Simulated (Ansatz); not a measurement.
# [H···H···NH], triplet: the ladder up to full CI

Geometry: a point of a hydrogen-transfer path between rigid fragments, not a stationary point.

```xyz
4

H    -2.1092    0.0594    0.0000
H    -0.9272    0.0594    0.0000
N     0.1858    0.0594    0.0000
H     0.4549   -0.9448    0.0000
```

Basis 6-31G; Ansatz 0.2.0. Only valence electrons are correlated (noble-gas cores frozen), which leaves 8 electrons in 14 orbitals. Prefix R: restricted or restricted open-shell reference; prefix U: unrestricted. Active spaces: valence = (8e, 7o) chosen from the atoms' valence shells; pair = (4e, 4o) about the gap.

Full CI is exact within this basis and frozen core; it isn't the basis-set limit. The frozen core follows each run's orbitals, which can shift R against U totals by a few meV.

For open shells CISD and CISDTQ are restricted-active-space CI with the open shells as a complete middle space.

```
UHF ⟨S²⟩                          : 2.037
T1 diagnostic (RCCSD)             : 0.0334
largest doubles amplitude (RCCSD) : 0.049
T1 diagnostic (UCCSD)             : 0.0158
```

```tsv
level	E − E(full CI) (kJ/mol)	share of correlation (%)	wall time
RHF	306.9	0.00	–
UHF	283.3	7.69	–
RMP2	52.9	82.77	–
UMP2	50.4	83.59	–
CISD	15.7	94.88	0.33 s
RCCSD	4.8	98.45	–
UCCSD	4.6	98.52	–
RCCSD(T)	1.3	99.57	0.3 s
UCCSD(T)	1.2	99.60	0.3 s
BCCD(T)	1.3	99.56	0.39 s
RCCSDT	0.6	99.79	–
UCCSDT	0.6	99.81	–
CISDTQ	0.3	99.91	0.93 s
RCCSDT(Q)	0.0	99.99	1.8 s
UCCSDT(Q)	0.0	100.00	1.6 s
RCCSDTQ	0.0	99.99	12 s
UCCSDTQ	0.0	100.01	12 s
CASSCF (pair space)	234.5	23.57	–
NEVPT2 (pair space)	37.1	87.91	0.15 s
CASSCF (valence space)	150.1	51.09	–
NEVPT2 (valence space)	29.4	90.43	0.66 s
MRCISD (valence space)	4.5	98.54	–
MRCISD+Q (valence space)	1.2	99.62	1.1 s
```

The correlation energy at full CI, counted from RHF, is -3.180 eV. That run took 2 s on 1 thread of Arm Neoverse V1, shared host over 493,680 determinants.

Times hold each run's SCF and search for its determinant on a shared host, so for small cases they say little of a method's own cost; they ran on 1 thread of Arm Neoverse V1.

The full-CI state has the irrep A'' of Cs, in the program's axes.

Natural occupations of full CI about the gap: 1.983 1.966 1.958 1.001 0.993 0.036 0.031 0.014 0.008 0.004; effectively unpaired electrons, Σ n²(2−n)², 2.02.
